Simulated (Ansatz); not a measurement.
# UCCSD/6-311+G(d,p) run of CH4FSi (SMILES [CH2][SiH2]F)

Aim: the vertical electron affinity of CH4FSi at UCCSD/6-311+G**, from 2 runs. 

Program for the calculation: Ansatz 0.2.0.

59 further runs of the same task are left out: 1 that didn't finish, 58 set aside as unsound or not needed.

## Step 1: The structure to begin with

The species is CH4FSi (7 atoms), meant as a doublet with charge 0. SMILES: `[CH2][SiH2]F`. Geometry: relaxed at PBE0-D4/def2-TZVP. This is one conformer, not always the lowest.

Bond lengths: C1–Si2 1.828 Å, Si2–F3 1.601 Å, C1–H4 1.085 Å, C1–H5 1.086 Å, Si2–H6 1.486 Å, Si2–H7 1.486 Å. Angles: C1–Si2–F3 109.0°, C1–Si2–H6 111.6°, C1–Si2–H7 111.7°, F3–Si2–H6 107.8°, F3–Si2–H7 107.6°, Si2–C1–H4 122.6°, Si2–C1–H5 122.3°, H6–Si2–H7 109.0°, H4–C1–H5 115.1°.

## Step 2: The energy at UCCSD/6-311+G(d,p)

Contents of molecule.yaml:

```yaml
crystal:
  periodic: [false, false, false]
  atoms:
    - {symbol: C, position_ang: [-0.871900, 0.281100, -0.615800]}
    - {symbol: Si, position_ang: [0.588600, -0.157300, 0.392500]}
    - {symbol: F, position_ang: [0.652600, -1.749500, 0.550500]}
    - {symbol: H, position_ang: [-1.536000, -0.466000, -1.038500]}
    - {symbol: H, position_ang: [-1.136000, 1.310700, -0.837900]}
    - {symbol: H, position_ang: [0.509900, 0.430600, 1.755300]}
    - {symbol: H, position_ang: [1.854000, 0.282500, -0.251700]}
basis:
  gaussian: {orbitals: 6-311+G_st__st_-spherical.json}
total_charge: 0
magnetization: {spin_polarized: true, initial_magnetization: 1}
correlation: {method: ccsd, frozen_orbitals: {C: 1, F: 1, H: 0, Si: 5}}
accuracy: high
scf: {omitted_lower_state_checks: [cluster_reference, increment]}
```

The basis set 6-311+G** is read from a file made from the Basis Set Exchange's data (not shown).

The run is started by

```console
$ ansatz run molecule.yaml --threads 1 --pin off --max-ram 3480MiB --events-out events.jsonl --progress --plain --runs-dir runs
```

Log:

```text
Warning: RAYON_NUM_THREADS=1 ignored (pool sized by the plan → 1); use --threads N
Functional definition: HF
  name "HF"
  exchange = exact_x
  correlation = 0
these checks for a lower state are left out or cut short: cluster_reference, increment
1833 factors; integrals over basis functions are off by at most 4.3e-9 eV
mean field evaluation 1: about -11660.9728 eV, gradient 2.3e1 eV
mean field evaluation 2: about -11660.9770 eV, gradient 2.3e1 eV
mean field evaluation 4: about -11663.6677 eV, gradient 2.5e0 eV
mean field evaluation 8: about -11663.7407 eV, gradient 1.7e-1 eV
mean field -11663.74124017 eV, -428.6345846086 hartree, gradient 1.6e-8 eV, S^2 0.760337; 0 other end points of the search recorded, 0 dependent functions left out
7 core orbitals not correlated: weight in the atoms' cores, before any rotation towards them, 1.000 or more for the frozen orbitals, at most 0.000 for the correlated occupied ones
reference -11663.74124017 eV, -428.6345846086 hartree; 10, 9 occupied and 81, 82 virtual orbitals, 1833 factors
second order -11.72622090 eV of doubles, -0.00000000 eV of singles
cycle   1  -12.22276042 eV  change   -5.0e-1 eV  update   7.9e-2
cycle   2  -12.55065044 eV  change   -3.3e-1 eV  update   2.4e-2
cycle   3  -12.63696915 eV  change   -8.6e-2 eV  update   1.3e-2
cycle   4  -12.63373057 eV  change    3.2e-3 eV  update   3.7e-3
cycle   5  -12.63379187 eV  change   -6.1e-5 eV  update   1.7e-3
cycle   6  -12.63440363 eV  change   -6.1e-4 eV  update   7.1e-4
cycle   7  -12.63425538 eV  change    1.5e-4 eV  update   2.6e-4
cycle   8  -12.63430028 eV  change   -4.5e-5 eV  update   1.1e-4
cycle   9  -12.63433982 eV  change   -4.0e-5 eV  update   4.6e-5
cycle  10  -12.63430977 eV  change    3.0e-5 eV  update   1.9e-5
cycle  11  -12.63430691 eV  change    2.9e-6 eV  update   7.9e-6
cycle  12  -12.63431064 eV  change   -3.7e-6 eV  update   3.0e-6
cycle  13  -12.63431124 eV  change   -6.0e-7 eV  update   1.1e-6
cycle  14  -12.63431224 eV  change   -1.0e-6 eV  update   3.9e-7
cycle  15  -12.63431250 eV  change   -2.6e-7 eV  update   1.5e-7
cycle  16  -12.63431248 eV  change    2.1e-8 eV  update   6.6e-8
cycle  17  -12.63431247 eV  change    7.3e-9 eV  update   3.5e-8
cycle  18  -12.63431246 eV  change    1.2e-8 eV  update   2.3e-8
cycle  19  -12.63431229 eV  change    1.7e-7 eV  update   7.6e-8
cycle  20  -12.63431230 eV  change   -1.1e-8 eV  update   1.8e-8
cycle  21  -12.63431229 eV  change    4.6e-9 eV  update   6.0e-9
cycle  22  -12.63431230 eV  change   -2.7e-9 eV  update   2.6e-9
cycle  23  -12.63431230 eV  change   -1.5e-9 eV  update   1.2e-9
Total energy: -11676.37555247 eV, -429.0988870217 hartree
Checks for a lower state left out: cluster_reference, increment
```

It took 41 s on 1 thread of Arm Neoverse V2, shared host; peak memory 1.3 GiB.

## Step 3: The singlet anion at the same level

Contents of in.yaml:

```yaml
crystal:
  periodic: [false, false, false]
  atoms:
    - symbol: C
      position_ang: [-0.871900, 0.281100, -0.615800]
    - symbol: Si
      position_ang: [0.588600, -0.157300, 0.392500]
    - symbol: F
      position_ang: [0.652600, -1.749500, 0.550500]
    - symbol: H
      position_ang: [-1.536000, -0.466000, -1.038500]
    - symbol: H
      position_ang: [-1.136000, 1.310700, -0.837900]
    - symbol: H
      position_ang: [0.509900, 0.430600, 1.755300]
    - symbol: H
      position_ang: [1.854000, 0.282500, -0.251700]
basis:
  gaussian:
    orbitals: 6-311+G_st__st_-spherical.json
total_charge: -1
magnetization:
  spin_polarized: false
correlation:
  method: ccsd
  frozen_orbitals: {C: 1, F: 1, H: 0, Si: 5}
accuracy: high
scf:
  omitted_lower_state_checks: [cluster_reference, increment]
```

The basis set 6-311+G** is read from a file made from the Basis Set Exchange's data (not shown).

The run is started by

```console
$ ansatz run in.yaml --threads 1 --pin off --max-ram 3480MiB --events-out events.jsonl --progress --plain --runs-dir runs
```

Log:

```text
Warning: RAYON_NUM_THREADS=1 ignored (pool sized by the plan → 1); use --threads N
Functional definition: HF
  name "HF"
  exchange = exact_x
  correlation = 0
these checks for a lower state are left out or cut short: cluster_reference, increment
1833 factors; integrals over basis functions are off by at most 4.3e-9 eV
mean field evaluation 1: about -11660.4398 eV, gradient 3.0e1 eV
mean field evaluation 2: about -11660.5081 eV, gradient 3.0e1 eV
mean field evaluation 4: about -11663.1098 eV, gradient 2.9e0 eV
mean field evaluation 8: about -11663.1510 eV, gradient 2.6e-1 eV
mean field evaluation 16: about -11663.1517 eV, gradient 1.5e-8 eV
mean field -11663.15168319 eV, -428.6129187891 hartree, gradient 1.6e-8 eV, S^2 0.000000; 0 other end points of the search recorded, 0 dependent functions left out
7 core orbitals not correlated: weight in the atoms' cores, before any rotation towards them, 1.000 or more for the frozen orbitals, at most 0.000 for the correlated occupied ones
reference -11663.15168319 eV, -428.6129187891 hartree; 10, 10 occupied and 81, 81 virtual orbitals, 1833 factors
second order -12.95521692 eV of doubles, -0.00000000 eV of singles
cycle   1  -13.26902318 eV  change   -3.1e-1 eV  update   8.4e-2
cycle   2  -13.61868718 eV  change   -3.5e-1 eV  update   2.5e-2
cycle   3  -13.69912955 eV  change   -8.0e-2 eV  update   1.2e-2
cycle   4  -13.69456636 eV  change    4.6e-3 eV  update   2.6e-3
cycle   5  -13.69398099 eV  change    5.9e-4 eV  update   1.1e-3
cycle   6  -13.69425246 eV  change   -2.7e-4 eV  update   4.4e-4
cycle   7  -13.69411558 eV  change    1.4e-4 eV  update   2.4e-4
cycle   8  -13.69405756 eV  change    5.8e-5 eV  update   1.2e-4
cycle   9  -13.69410118 eV  change   -4.4e-5 eV  update   5.2e-5
cycle  10  -13.69409320 eV  change    8.0e-6 eV  update   1.9e-5
cycle  11  -13.69408378 eV  change    9.4e-6 eV  update   1.1e-5
cycle  12  -13.69409107 eV  change   -7.3e-6 eV  update   6.0e-6
cycle  13  -13.69409313 eV  change   -2.1e-6 eV  update   3.0e-6
cycle  14  -13.69409505 eV  change   -1.9e-6 eV  update   1.3e-6
cycle  15  -13.69409538 eV  change   -3.3e-7 eV  update   5.2e-7
cycle  16  -13.69409503 eV  change    3.5e-7 eV  update   2.1e-7
cycle  17  -13.69409500 eV  change    2.7e-8 eV  update   9.2e-8
cycle  18  -13.69409498 eV  change    1.7e-8 eV  update   5.4e-8
cycle  19  -13.69409493 eV  change    5.4e-8 eV  update   3.8e-8
cycle  20  -13.69409494 eV  change   -5.6e-9 eV  update   2.8e-8
cycle  21  -13.69409524 eV  change   -3.0e-7 eV  update   1.3e-7
cycle  22  -13.69409523 eV  change    3.9e-9 eV  update   4.4e-8
cycle  23  -13.69409524 eV  change   -1.0e-8 eV  update   1.7e-8
cycle  24  -13.69409525 eV  change   -2.6e-9 eV  update   7.9e-9
cycle  25  -13.69409525 eV  change  -5.8e-10 eV  update   2.5e-9
Total energy: -11676.84577844 eV, -429.1161675073 hartree
Checks for a lower state left out: cluster_reference, increment
```

Run time: 15 s. Hardware: 1 thread of Arm Neoverse V2, shared host; peak memory 0.63 GiB.

## Step 4: What came out

Level: UCCSD/6-311+G**, 7 core orbitals frozen.

```
                                                   quantity          value
                               doublet CH4FSi: total energy  -429.09889 Eh
doublet CH4FSi: correlation energy (7 core orbitals frozen)     -464.3 mEh
          doublet CH4FSi: ⟨S²⟩ of the reference determinant          0.760
                              doublet CH4FSi: T1 diagnostic          0.012
                                singlet anion: total energy  -429.11617 Eh
 singlet anion: correlation energy (7 core orbitals frozen)     -503.2 mEh
                               singlet anion: T1 diagnostic          0.012
          vertical electron affinity (to the singlet anion)       0.470 eV
```

In words: At fixed nuclei the extra electron is bound by 0.47 eV (45.4 kJ/mol).
